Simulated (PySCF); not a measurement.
Compound: C₃H₄NP.
Atom-mapped SMILES: `[CH2:1]=[P:2][CH2:3][C:4]#[N:5]` (hydrogens: H6, H7 on C1; H8, H9 on C3)

Level: CAM-B3LYP/def2-SVPD in PySCF, non-relativistic, on one gas-phase PBE0-D3(BJ)/def2-SVP geometry that isn't relaxed in the solvent. The solvent is an IEF-PCM continuum (cavity from Bondi-type radii × 1.2), and excitations are vertical TDDFT with non-equilibrium linear response and a frozen core. Only the electrostatic response of the medium enters.

Gas-phase singlets (H = HOMO, L = LUMO):

```json
{"state": "S1", "E (eV)": "4.989", "λ (nm)": "249", "f": "0.012", "leading configurations": "H-1→L 97%"}
{"state": "S2", "E (eV)": "5.808", "λ (nm)": "213", "f": "0.168", "leading configurations": "H→L 94%"}
{"state": "S3", "E (eV)": "6.673", "λ (nm)": "186", "f": "0.002", "leading configurations": "H→L+1 33%, H-2→L 32%, H-5→L 12%"}
{"state": "S4", "E (eV)": "6.835", "λ (nm)": "181", "f": "0.001", "leading configurations": "H→L+1 37%, H-2→L 26%, H→L+2 14%"}
{"state": "S5", "E (eV)": "7.336", "λ (nm)": "169", "f": "0.063", "leading configurations": "H-3→L 36%, H-1→L+2 20%, H-1→L+1 18%"}
```

Give the list for chloroform (ε = 4.711), n² = 2.09.

```json
{"state": "S1", "E (eV)": "4.997", "λ (nm)": "248", "f": "0.017", "leading configurations": "H-1→L 98%", "change by rank (eV)": "+0.008"}
{"state": "S2", "E (eV)": "5.647", "λ (nm)": "220", "f": "0.228", "leading configurations": "H→L 96%", "change by rank (eV)": "-0.161"}
{"state": "S3", "E (eV)": "6.637", "λ (nm)": "187", "f": "0.004", "leading configurations": "H→L+1 72%, H-2→L 15%", "change by rank (eV)": "-0.036"}
{"state": "S4", "E (eV)": "6.833", "λ (nm)": "181", "f": "0.000", "leading configurations": "H-2→L 57%, H→L+1 18%, H-5→L 16%", "change by rank (eV)": "-0.002"}
{"state": "S5", "E (eV)": "7.296", "λ (nm)": "170", "f": "0.295", "leading configurations": "H-1→L+1 78%", "change by rank (eV)": "-0.040"}
```

How do the frontier levels move from gas to chloroform?

| orbital | gas (eV) | solvent (eV) | change (eV) |
| --- | --- | --- | --- |
| LUMO+2 | 1.15 | 1.44 | +0.29 |
| LUMO+1 | 1.02 | 1.15 | +0.13 |
| LUMO | -0.83 | -0.59 | +0.24 |
| HOMO | -9.31 | -9.08 | +0.23 |
| HOMO-1 | -9.61 | -9.44 | +0.17 |
| HOMO-2 | -11.08 | -11.05 | +0.03 |
| HOMO-3 | -11.08 | -11.15 | -0.07 |

The HOMO–LUMO gap goes from 8.48 to 8.49 eV. Rows go by rank; for HOMO-3, HOMO-2, LUMO+1 and LUMO+2 the atom shares or the degeneracy differ between the runs, so the row needn't follow one orbital.

Time: 19 s of wall time; peak memory 0.62 GiB. Hardware: an Intel Xeon Platinum 8488C with one thread, on a shared host. This is the whole response run at CAM-B3LYP/def2-SVPD in chloroform, SCF included.

Conformer computed: `[CH2:1]=[P:2][CH2:3][C:4]#[N:5]`: C1–P2–C3–C4 0°.
